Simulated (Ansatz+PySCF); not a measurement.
Values are calculated unless marked as measured or tabulated.
This PySCF input gave a total energy of -100.13387 hartree.

```python
from pyscf import gto, scf, cc

mol = gto.M(atom="""
H 0.000000 0.000000 -0.894440
F 0.000000 0.000000 0.099380
""", basis='def2-svp', charge=0, spin=0)
mf = scf.RHF(mol)
mf.kernel()
mycc = cc.CCSD(mf, frozen=1).run()
et = mycc.ccsd_t()
print(mf.e_tot, mycc.e_corr, et, mycc.e_tot + et)
```

**Question.** Write an input for Ansatz with the same method and basis set.

**Answer.**

```yaml
crystal:
  periodic: [false, false, false]
  atoms:
    - { symbol: H, position_ang: [0.0, 0.0, -0.89444] }
    - { symbol: F, position_ang: [0.0, 0.0, 0.09938] }
basis:
  gaussian: { orbitals: def2-SVP }
hamiltonian:
  xc: hf
correlation:
  method: ccsd_t
  frozen_orbitals: { F: 1, H: 0 }
scf:
  omitted_lower_state_checks: [stability, starts, atomic_configurations, cluster_reference, orbital_swaps, given_window_search, neighbouring_geometries, increment]
```

Ansatz (development build ahead of 0.2.0) gave -100.13387 hartree, 0.03 meV from the first.
